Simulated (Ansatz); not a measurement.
Species: SiH₃ (charge -1, singlet). Whether it binds its extra electron was not tested at this geometry. 
Coordinates optimised at B3LYP-D3(BJ)/def2-TZVP (Ansatz, an electronic-structure program):
SMILES: [SiH3-]
```xyz
4

Si     0.0851     0.0833     0.0837
H     -0.9394    -0.9077     0.6775
H     -0.9139     0.6812    -0.9306
H      0.6615    -0.9403    -0.9185
```
Charge -1, spin multiplicity 1.

Basis-set convergence of Hartree-Fock and CCSD(T) correlation energies (hartree) with Ansatz. Valence correlation only, unless marked. Spin-orbit coupling is left out. No relativistic terms.

| basis | functions | E(HF) | E(corr, CCSD(T)) |
|---|---|---|---|
| def2-SVPD | 48 | -290.53696 | -0.16402 |
| def2-TZVPPD | 99 | -290.64106 | -0.18831 |
| def2-QZVPPD | 175 | -290.65111 | -0.19599 |

Extrapolating the two largest sets (X = 3 and 4) as X^-3: E(corr) = (64·(-0.19599) - 27·(-0.18831))/37 = -0.2016 Eh, an estimate of the basis-set limit. The largest set recovers 97.2 % of it, the smallest 81.4 %.
